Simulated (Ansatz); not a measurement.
**SiNH, quintet: from triple and quadruple zeta to the limit**

```xyz
3

Si    0.0000    0.0330    0.6059
N     0.0000   -0.1138   -1.0890
H     0.0000    0.6631   -1.7496
```

Connectivity, by distances: Si–NH.

Ansatz 0.2.0, UHF determinant, valence electrons correlated. Energies in eV.

```json
{"set": "def2-TZVPP", "X": "3", "functions": "87", "Hartree–Fock": "-9355.7293", "MP2 correlation": "-5.8025", "CCSD(T) correlation": "-6.7330", "time": "14 s on 1 × NVIDIA H100 80GB HBM3 with 1 thread of AMD EPYC 7R13 Processor (Zen 3) (shared host)"}
{"set": "def2-QZVPP", "X": "4", "functions": "157", "Hartree–Fock": "-9356.0476", "MP2 correlation": "-6.2763", "CCSD(T) correlation": "-7.1685", "time": "18 s on 1 × NVIDIA H100 80GB HBM3 with 1 thread of AMD EPYC 7R13 Processor (Zen 3), on a shared host"}
```

Hartree–Fock is taken to follow E(X) = E∞ + A·exp(−7.88·√X), correlation E(X) = E∞ + B·X^−2.97.

Cautions: another spin lies lower.

Q: Work out the CCSD(T) energy at the limit, and how far the shortcut misses it that extrapolates MP2 and adds CCSD(T) minus MP2 from the smaller set.

A: Hartree–Fock: E∞ = E4 + 0.1377·(E4 − E3) = -9356.0914. Correlation: E∞ = E4 + 0.7407·(E4 − E3) = -7.4910 for CCSD(T) and -6.6273 for MP2. The limit is -9363.5824 eV, 0.366 eV below def2-QZVPP. The shortcut gives a correlation energy of -6.6273 + (-0.9306) = -7.5579, 67 meV lower than the direct value.

Past Ne part of the Hartree–Fock step between the two sets comes from the cores, which don't follow the formula, so the 44 meV that it adds to the total can overshoot; that part largely cancels in differences.
